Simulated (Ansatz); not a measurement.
# SiHCl + NH₃: a complex and its separated parts

Aim: how far the complex at one end of a reaction step lies below its separated, relaxed parts, level by level.

Program: Ansatz 0.2.0, Gaussian basis. Level of theory: PBE0-D4/def2-TZVP structures, single points in def2-TZVPP, no counterpoise correction. These are calculated values, not measurements.

Levels: SPW92, PBE-D4, BLYP-D4, r2SCAN-D4, B97M-V, PBE0-D4, B3LYP-D4, r2SCAN0-D4, BHLYP-D4, CAM-B3LYP-D4, wB97X-V, wB97M-V, B2PLYP, PBE-QIDH, RPA on PBE, Hartree-Fock, MP2, CCSD, CCSD(T).

Correlated methods freeze the cores. B3LYP uses VWN-RPA correlation. B2PLYP carries no dispersion term here.

### Step 1. Where the work starts

The complex: 7 atoms, charge 0, spin multiplicity 1.

Atoms are counted from 1 here; the program's logs count them from 0.

Bond lengths: Si1–Cl2 2.157 Å, Si1–N4 2.033 Å, Si1–H5 1.528 Å, H3–N4 1.016 Å, N4–H6 1.015 Å, N4–H7 1.016 Å. Angles: Cl2–Si1–N4 89.3°, Cl2–Si1–H5 95.5°, N4–Si1–H5 86.7°, Si1–N4–H3 111.9°, Si1–N4–H6 110.0°, Si1–N4–H7 109.0°, H3–N4–H6 108.5°, H3–N4–H7 109.2°, H6–N4–H7 108.1°.

Geometry (Å):

| atom | x (Å) | y (Å) | z (Å) |
| --- | --- | --- | --- |
| Si1 | -0.4564 | -0.7046 | -1.0930 |
| Cl2 | 1.1556 | -1.9371 | -0.3614 |
| H3 | -0.6298 | 1.4396 | 0.3489 |
| N4 | 0.1095 | 0.7587 | 0.2005 |
| H5 | -1.4638 | -1.1342 | -0.0272 |
| H6 | 0.9264 | 1.2425 | -0.1580 |
| H7 | 0.3582 | 0.3349 | 1.0902 |

Its parts: SiHCl holds atoms 1, 2, 5; NH₃ holds atoms 3, 4, 6, 7. Each part counts its atoms afresh in its own runs.

### Step 2. Relaxing SiHCl alone

relax-a/in.yaml

```yaml
crystal:
  periodic: [false, false, false]
  atoms:
    - {symbol: Si, position_ang: [-0.456357, -0.704586, -1.093017]}
    - {symbol: Cl, position_ang: [1.155592, -1.937059, -0.361405]}
    - {symbol: H, position_ang: [-1.463761, -1.134194, -0.027187]}
basis:
  gaussian: {orbitals: def2-TZVP}
hamiltonian: {xc: pbe0, dispersion: d4}
relax: {f_tol: 0.005, max_steps: 200}
```

No record of the launch command was kept for these runs.

The runs that follow: Relaxing NH₃ alone; wB97M-V/def2-TZVPP; CCSD(T)/def2-TZVPP; CCSD(T)/def2-QZVPP; Vibrations of SiHCl; Vibrations of NH₃.

**Question.** What will these runs give? Wanted: complex less parts, CCSD(T)/def2-TZVPP; with zero-point energy; largest T1 diagnostic.

**Answer**, as computed:

| quantity | value |
| --- | --- |
| complex less parts, CCSD(T)/def2-TZVPP | -1.111 eV |
| with zero-point energy | -0.936 eV |
| largest T1 diagnostic | 0.013 |

In words: At CCSD(T) the complex lies 1.111 eV below its parts. The functionals run from B3LYP-D4, off by -0.020 eV, to SPW92, off by -0.419 eV, against CCSD(T). By rung, the mean size of the error is: LDA 0.419, GGA 0.079, meta-GGA 0.110, hybrid 0.111, range-separated hybrid 0.080, double hybrid 0.091 eV. PBE-D4 gives a relative energy 0.120 eV too low, outside chemical accuracy (1 kcal/mol, 0.043 eV). No counterpoise was applied, and triple zeta lacks some correlation, so the CCSD(T) reference has a basis error of its own, and close matches with it are partly luck. The restricted Hartree–Fock reference is unstable towards an unrestricted one at one or more of these structures.
